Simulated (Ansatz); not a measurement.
C2H7B⁺, that is BMe2H with one electron fewer, relaxed as a doublet with UKS PBE-D4/def2-TZVP in Ansatz, starting from the PBE-D4/def2-TZVP geometry of the neutral singlet. Force threshold 0.02 eV/Å.

Start:

Cartesian coordinates in Å:
```
B -0.2842 0.3064 -0.3852
C 0.3204 1.0523 0.8463
H 1.2405 1.5466 0.4711
H 0.6281 0.4075 1.6826
H -0.3057 1.8766 1.2199
C -0.1546 -1.2330 -0.6145
H -1.1483 -1.6593 -0.3655
H 0.5804 -1.7451 0.0235
H 0.0082 -1.5096 -1.6676
H -0.8849 0.9576 -1.2106
```

```csv
step,energy (eV),largest force component (eV/Å),SCF passes
1,-2850.3746,4.412,24
2,-2851.0097,1.422,23
3,-2851.0871,0.417,21
4,-2851.1127,0.130,21
5,-2851.1168,0.049,21
6,-2851.1180,0.028,20
7,-2851.1190,0.035,20
8,-2851.1196,0.071,20
9,-2851.1202,0.026,21
10,-2851.1206,0.065,22
11 (rejected),-2851.1119,0.872,23
13,-2851.1254,0.195,24
15,-2851.1261,0.403,23
17 (rejected),-2851.1327,0.186,21
19,-2851.1355,0.083,20
21,-2851.1369,0.120,20
23,-2851.1378,0.034,21
25,-2851.1384,0.016,20
27,-2851.1386,0.015,20
29,-2851.1387,0.027,21
31,-2851.1388,0.010,14
```

Force components are those of the run's own axes.

End:

| atom | x (Å) | y (Å) | z (Å) |
| --- | --- | --- | --- |
| B1 | -0.2456 | 0.1136 | -0.1820 |
| C2 | 0.3200 | 1.1992 | 0.8006 |
| H3 | 1.3762 | 1.2260 | 0.4471 |
| H4 | 0.1735 | 0.6590 | 1.7640 |
| H5 | -0.0687 | 2.2198 | 0.8848 |
| C6 | -0.1214 | -1.3000 | -0.6636 |
| H7 | -1.0555 | -1.8624 | -0.4705 |
| H8 | 0.7141 | -1.8402 | -0.1731 |
| H9 | 0.0373 | -1.3406 | -1.7580 |
| H10 | -1.1300 | 0.9256 | -0.6493 |

By distances, no bond broke or formed. The bond that changes most is B1–H10, from 1.21 to 1.29 Å (atoms count from 1).

The force fell under the threshold at step 25, but the optimiser went on. No frequencies were taken in this run, so the end may be a saddle point.

Hardware: 4 threads of AMD EPYC 7R43 on a shared host. Wall time 39 s.
